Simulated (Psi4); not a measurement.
**NCO (nco radical): levels of theory compared**

Wanted: a comparison of 3 runs (UHF/aug-cc-pVDZ, UPBE/6-31G*, UPBE0/pcseg-1) of NCO (nco radical). 

The results are computed with Psi4 1.11.

5 further runs of the same task are left out: 5 set aside as unsound or not needed.

### Step 1. The system as given

NCO: 3 atoms, total charge 0, spin state doublet. SMILES: `[N]=C=O`. Geometry: relaxed at PBE0-D4/def2-TZVP.

Bond lengths: N1–C2 1.222 Å, C2–O3 1.171 Å. Angles: N1–C2–O3 180.0°.

### Step 2. A single-point energy at UHF/aug-cc-pVDZ (run 1)

Contents of input.dat:

```
memory 1.6 GB

molecule mol {
  0 2
  N      0.968200     0.423100     0.579200
  C     -0.013800    -0.006000    -0.008300
  O     -0.954400    -0.417100    -0.571000
  symmetry c1
  no_reorient
  no_com
}

set {
  basis         aug-cc-pVDZ
  reference     uhf
  puream        true
  e_convergence 1e-09
  d_convergence 1e-08
  scf_type      pk
  maxiter       200
}

e_tot, wfn = energy("scf", return_wfn=True)
```

Run with:

```sh
$ psi4 -n 1 input.dat output.dat
```

output.dat:

```text
[...]
  Running in c1 symmetry.
[...]
  Nuclear repulsion =   52.268880456139925
[...]
  Multiplicity = 2
[...]
  Nalpha       = 11
  Nbeta        = 10
[...]
    Number of basis functions: 69
[...]
   @UHF iter   1:  -167.08971742775066   -9.93279e-01   5.06445e-03 ADIIS/DIIS
[...]
   @UHF iter  18:  -167.15444810953014   -9.37916e-13   4.81903e-09 DIIS
[...]
   @S^2 Observed:                8.388801998E-01
[...]
    Orbital Energies [Eh]
    ---------------------
    Alpha Occupied:
       1A    -20.706788     2A    -15.660610     3A    -11.421641
       4A     -1.545167     5A     -1.300519     6A     -0.809695
       7A     -0.730968     8A     -0.698835     9A     -0.647217
      10A     -0.554172    11A     -0.495757
    Alpha Virtual:
      12A      0.055379    13A      0.085821    14A      0.088542
      15A      0.089840    16A      0.176398    17A      0.177130
      18A      0.183470    19A      0.206537    20A      0.220073
      21A      0.248943    22A      0.251665    23A      0.277781
      24A      0.287488    25A      0.341550    26A      0.401691
[...]
  @UHF Final Energy:  -167.15444810953014
   => Energetics <=
    Nuclear Repulsion Energy =             52.2688804561399252
    One-Electron Energy =                -330.6858447389359981
    Two-Electron Energy =                 111.2625161732659365
    Total Energy =                       -167.1544481095301364
  UHF NO Occupations:
  HONO-2 :    9  A 1.9955300
  HONO-1 :   10  A 1.9622547
[...]
 Multipole Moments:
 ------------------------------------------------------------------------------------
     Multipole            Electronic (a.u.)      Nuclear  (a.u.)        Total (a.u.)
 ------------------------------------------------------------------------------------
 L = 1.  Multiply by 2.5417464519 to convert [e a0] to [Debye]
 Dipole X            :          1.5363618           -1.7774764           -0.2411146
 Dipole Y            :          0.6715512           -0.7768664           -0.1053152
 Dipole Z            :          0.9204051           -1.0646717           -0.1442666
 Magnitude           :                                                    0.3000673
[...]
```

Wall time 2.8 s (1 thread of Intel Xeon 6975P-C (Granite Rapids), shared host); peak memory 0.24 GiB.

### Step 3. The energy at UPBE/6-31G(d) (spherical functions) (run 2)

Contents of input.json:

```json
{
 "schema_name": "qcschema_input",
 "schema_version": 1,
 "molecule": {
  "schema_name": "qcschema_molecule",
  "schema_version": 2,
  "symbols": ["N", "C", "O"],
  "geometry": [1.82963283, 0.79954312, 1.09452937, -0.02607822, -0.01133836, -0.01568473, -1.80355461, -0.78820477, -1.07903362],
  "molecular_charge": 0,
  "molecular_multiplicity": 2,
  "fix_symmetry": "c1"
 },
 "driver": "energy",
 "model": {
  "method": "pbe",
  "basis": "6-31G*"
 },
 "keywords": {
  "reference": "uks",
  "puream": true,
  "e_convergence": 1e-09,
  "d_convergence": 1e-08,
  "scf_type": "pk",
  "dft_radial_points": 99,
  "dft_spherical_points": 590,
  "maxiter": 200,
  "scf_properties": ["WIBERG_LOWDIN_INDICES", "QUADRUPOLE", "MULLIKEN_CHARGES"]
 }
}
```

Run with:

```sh
$ psi4 --qcschema input.json -n 1 --memory 1600MB
```

stdout:

```text
[...]
  Running in c1 symmetry.
[...]
  Nuclear repulsion =   52.268880537421687
[...]
  Multiplicity = 2
[...]
  Nalpha       = 11
  Nbeta        = 10
[...]
    Number of basis functions: 42
[...]
   @UKS iter   1:  -167.71504620555581   -2.48645e-01   1.12546e-02 ADIIS/DIIS
[...]
   @UKS iter  12:  -167.81936371454478   -1.42109e-13   2.22182e-09 DIIS
[...]
   @S^2 Observed:                7.551784571E-01
[...]
  @UKS Final Energy:  -167.81936371454478
   => Energetics <=
    Nuclear Repulsion Energy =             52.2688805374216869
    One-Electron Energy =                -331.2612221482511359
    Two-Electron Energy =                 131.8033739474242338
    DFT Exchange-Correlation Energy =     -20.6303960511395772
    Empirical Dispersion Energy =           0.0000000000000000
    VV10 Nonlocal Energy =                  0.0000000000000000
    Total Energy =                       -167.8193637145447781
[...]
 Multipole Moments:
 ------------------------------------------------------------------------------------
     Multipole            Electronic (a.u.)      Nuclear  (a.u.)        Total (a.u.)
 ------------------------------------------------------------------------------------
 L = 1.  Multiply by 2.5417464519 to convert [e a0] to [Debye]
 Dipole X            :          0.0000338           -0.0000003            0.0000335
 Dipole Y            :         -0.0000178            0.0000002           -0.0000176
 Dipole Z            :         -0.3146723           -0.0091017           -0.3237739
 Magnitude           :                                                    0.3237739
 L = 2.  Multiply by 1.3450342976 to convert [e a0^2] to [Debye ang]
 Quadrupole XX       :        -10.7949799            0.0000001          -10.7949798
 Quadrupole XY       :         -0.3852798           -0.0000001           -0.3852799
[...]
  Mulliken Charges: (a.u.)
   Center  Symbol    Alpha    Beta     Spin     Total
       1     N     3.98314  3.28418  0.69896 -0.26732
       2     C     2.73328  2.77854 -0.04526  0.48818
       3     O     4.28358  3.93728  0.34630 -0.22086
   Total alpha = 11.00000, Total beta = 10.00000, Total charge = -0.00000
  Wiberg Bond Indices using Orthogonal Lowdin Orbitals:
  Total Bond Index:
  Irrep: 1 Size: 3 x 3
[...]
```

The result, in JSON:

```text
{
 "driver": "energy",
 "model": {
  "method": "pbe",
  "basis": "6-31G*"
 },
 "success": true,
 "return_result": -167.81936371454478,
 "properties": {
  "calcinfo_nbasis": 42,
  "calcinfo_nmo": 42,
  "calcinfo_nalpha": 11,
  "calcinfo_nbeta": 10,
  "calcinfo_natom": 3,
  "nuclear_repulsion_energy": 52.26888053742169,
  "return_energy": -167.81936371454478,
  "scf_one_electron_energy": -331.26122214825114,
  "scf_two_electron_energy": 131.80337394742423,
  "scf_xc_energy": -20.630396051139577,
  "scf_dipole_moment": [3.348641535158629e-05, -1.7580409964548967e-05, -0.32377391845165],
  "scf_total_energy": -167.81936371454478,
  "scf_iterations": 12
 }
}
```

It took 6.6 s on 1 thread of Intel Xeon 6975P-C (Granite Rapids), shared host; peak memory 0.4 GiB.

### Step 4. A single-point energy at UPBE0/pcseg-1 (run 3)

Contents of run.py:

```python
import psi4

psi4.set_memory(1600000000)
psi4.set_num_threads(1)
psi4.core.set_output_file('output.dat', False)

m = psi4.geometry("""
0 2
N      0.968200     0.423100     0.579200
C     -0.013800    -0.006000    -0.008300
O     -0.954400    -0.417100    -0.571000
units angstrom
symmetry c1
""")

options = {'basis': 'pcseg-1', 'reference': 'uks', 'puream': True, 'e_convergence': 1e-09, 'd_convergence': 1e-08, 'scf_type': 'pk', 'dft_radial_points': 99, 'dft_spherical_points': 590, 'maxiter': 200}
psi4.set_options(options)

e = psi4.energy('pbe0')
print(f'pbe0 energy: {e:.10f} Eh')
for k, v in sorted(psi4.core.scalar_variables().items()):
    print(f'{k:45s} {v:18.10f}')
```

Run with:

```sh
$ python run.py
```

output.dat:

```text
[...]
  Running in c1 symmetry.
[...]
  Nuclear repulsion =   52.268880456139911
[...]
  Multiplicity = 2
[...]
  Nalpha       = 11
  Nbeta        = 10
[...]
    Number of basis functions: 42
[...]
   @UKS iter   1:  -167.70707977354374   -4.81449e-01   9.84368e-03 ADIIS/DIIS
[...]
   @UKS iter  12:  -167.78419979007046   -5.17275e-12   8.76895e-09 DIIS
[...]
   @S^2 Observed:                7.641134376E-01
[...]
    Orbital Energies [Eh]
    ---------------------
    Alpha Occupied:
       1A    -19.320745     2A    -14.461182     3A    -10.385207
       4A     -1.208048     5A     -1.004459     6A     -0.594936
       7A     -0.547230     8A     -0.523647     9A     -0.460148
      10A     -0.391919    11A     -0.351023
    Alpha Virtual:
      12A      0.022155    13A      0.044761    14A      0.094407
      15A      0.299359    16A      0.381393    17A      0.389578
      18A      0.540725    19A      0.574959    20A      0.676212
      21A      0.703227    22A      0.704225    23A      0.902919
      24A      0.921229    25A      1.018388    26A      1.311963
[...]
  @UKS Final Energy:  -167.78419979007046
   => Energetics <=
    Nuclear Repulsion Energy =             52.2688804561399110
    One-Electron Energy =                -331.0268620380072662
    Two-Electron Energy =                 126.6050479544203142
    DFT Exchange-Correlation Energy =     -15.6312661626234295
    Empirical Dispersion Energy =           0.0000000000000000
    VV10 Nonlocal Energy =                  0.0000000000000000
    Total Energy =                       -167.7841997900704598
[...]
 Multipole Moments:
 ------------------------------------------------------------------------------------
     Multipole            Electronic (a.u.)      Nuclear  (a.u.)        Total (a.u.)
 ------------------------------------------------------------------------------------
 L = 1.  Multiply by 2.5417464519 to convert [e a0] to [Debye]
 Dipole X            :          0.0000408           -0.0000003            0.0000405
 Dipole Y            :         -0.0000219            0.0000002           -0.0000217
 Dipole Z            :         -0.2835306           -0.0091017           -0.2926322
 Magnitude           :                                                    0.2926322
[...]
```

On the terminal:

```text
pbe0 energy: -167.7841997901 Eh
CURRENT ENERGY                                   -167.7841997901
CURRENT REFERENCE ENERGY                         -167.7841997901
DD SOLVATION ENERGY                                 0.0000000000
DFT FUNCTIONAL TOTAL ENERGY                      -167.7841997901
DFT TOTAL ENERGY                                 -167.7841997901
DFT VV10 ENERGY                                     0.0000000000
DFT XC ENERGY                                     -15.6312661626
GRID ELECTRONS ALPHA                               10.9999999779
GRID ELECTRONS BETA                                 9.9999999779
GRID ELECTRONS TOTAL                               20.9999999558
NUCLEAR REPULSION ENERGY                           52.2688804561
ONE-ELECTRON ENERGY                              -331.0268620380
PCM POLARIZATION ENERGY                             0.0000000000
PE ENERGY                                           0.0000000000
SCF ITERATION ENERGY                             -167.7841997901
SCF ITERATIONS                                     12.0000000000
SCF TOTAL ENERGY                                 -167.7841997901
TWO-ELECTRON ENERGY                               126.6050479544
XC GRID RADIAL POINTS                              99.0000000000
XC GRID SPHERICAL POINTS                          590.0000000000
XC GRID TOTAL POINTS                           166176.0000000000
```

Run time: 6 s. Hardware: 1 thread of Intel Xeon 6975P-C (Granite Rapids), shared host; peak memory 0.39 GiB.

### Step 5. The series

```tsv
run	level	integration grid	energy (Eh)	dipole moment (D)	HOMO energy (eV)	LUMO energy (eV)	wall time
1	UHF/aug-cc-pVDZ	–	-167.154448	0.76	-12.30	-0.62	2.8 s
2	UPBE/6-31G* (spherical functions)	99 radial × 590 angular	-167.819364	0.82	-7.28	-6.91	6.6 s
3	UPBE0/pcseg-1	99 radial × 590 angular	-167.784200	0.74	-9.11	-5.93	6 s
```

### Step 6. Outcome

| quantity | value |
| --- | --- |
| run 3: total energy | -167.78420 Eh |
| run 3: dipole moment | 0.74 D |
| run 3: HOMO energy (highest over α and β) | -9.11 eV |
| run 3: LUMO energy (lowest over α and β) | -5.93 eV |
| run 3: ⟨S²⟩ | 0.764 |

The dipole moment (its size) runs from 0.74 D (UPBE0/pcseg-1) to 0.82 D (UPBE/6-31G*). The two ends differ in method and basis. Totals of different functionals can't be ranked against each other. All runs together took 15 s, the longest 6.6 s.
